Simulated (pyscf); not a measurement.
Single points on ωB97X-D3(BJ)/def2-SVP structures (PySCF, gas phase).

Problem. H₃C–B(OH)–OH + H₂ → HO–BH–OH + CH₄
Surface: singlet. Broken: B–C, H–H. Formed: B–H, C–H. Give ΔE‡ and ΔE from ωB97M-D3(BJ)/def2-TZVP, relative to the separated reactants.

Solution. ΔE‡ = 56.4 kcal/mol, ΔE = -5.3 kcal/mol. Zero-point energy shifts the barrier by +3.4 kcal/mol. It is a four-centre exchange, with an imaginary mode of 1323i cm⁻¹. At the saddle there is also a short B–H contact that neither side keeps. One saddle was located; it need not be the lowest between these sides.
